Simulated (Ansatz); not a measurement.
in.yaml

```yaml
crystal:
  periodic: [false, false, false]
  atoms:
    - {symbol: B, position_ang: [0.000000, 0.000000, 0.948955]}
    - {symbol: C, position_ang: [0.000000, 0.000000, -3.075045]}
    - {symbol: H, position_ang: [0.000000, 0.000000, 2.126091]}
basis:
  gaussian: {orbitals: "6-31++G**"}
magnetization: {spin_polarized: true, initial_magnetization: 0}
hamiltonian: {xc: hf}
scf: {lower_state_search: full}
output: {orbitals: {seedname: orbitals}}
```

```sh
$ ansatz run in.yaml --threads 1 --pin off --events-out ev --progress --plain --max-ram 2393MiB
```

(1) Roughly how long does this take on 1 thread of Arm Neoverse V1, shared host, and how much host memory?

```
507 factors; their error is unknown
mean field evaluation 1: about -1705.6267 eV, gradient 7.7e0 eV
mean field evaluation 2: about -1706.5596 eV, gradient 2.8e0 eV
mean field evaluation 4: about -1706.6935 eV, gradient 9.0e-2 eV
mean field evaluation 8: about -1706.6944 eV, gradient 1.6e-5 eV
mean field evaluation 16: about -1708.4240 eV, gradient 9.9e-1 eV
mean field evaluation 32: about -1708.5839 eV, gradient 1.9e-2 eV
mean field evaluation 64: about -1708.7237 eV, gradient 3.8e-1 eV
mean field evaluation 96: about -1708.7263 eV, gradient 5.3e-3 eV
mean field evaluation 128: about -1708.7252 eV, gradient 9.4e-2 eV
mean field evaluation 160: about -1708.7234 eV, gradient 8.6e-3 eV
mean field evaluation 192: about -1708.7245 eV, gradient 4.1e-1 eV
mean field evaluation 224: about -1708.5078 eV, gradient 2.7e-1 eV
mean field evaluation 256: about -1706.5173 eV, gradient 7.2e-1 eV
mean field evaluation 288: about -1706.7148 eV, gradient 5.9e-1 eV
mean field evaluation 320: about -1708.3461 eV, gradient 1.3e-1 eV
mean field evaluation 352: about -1704.6197 eV, gradient 1.2e1 eV
mean field evaluation 384: about -1708.7292 eV, gradient 8.5e-7 eV
mean field evaluation 416: about -1708.5329 eV, gradient 7.0e-2 eV
mean field -1708.72920291 eV, -62.7946399887 hartree, gradient 2.4e-6 eV, S^2 2.003772; 22 other end points of the search recorded, 0 dependent functions left out
reference -1708.72920291 eV, -62.7946399887 hartree; 6, 6 occupied and 38, 38 virtual orbitals, 507 factors
Total energy: -1708.72920291 eV, -62.7946399887 hartree
```

Answers

(1) 2.4 s wall and 0.14 GiB.
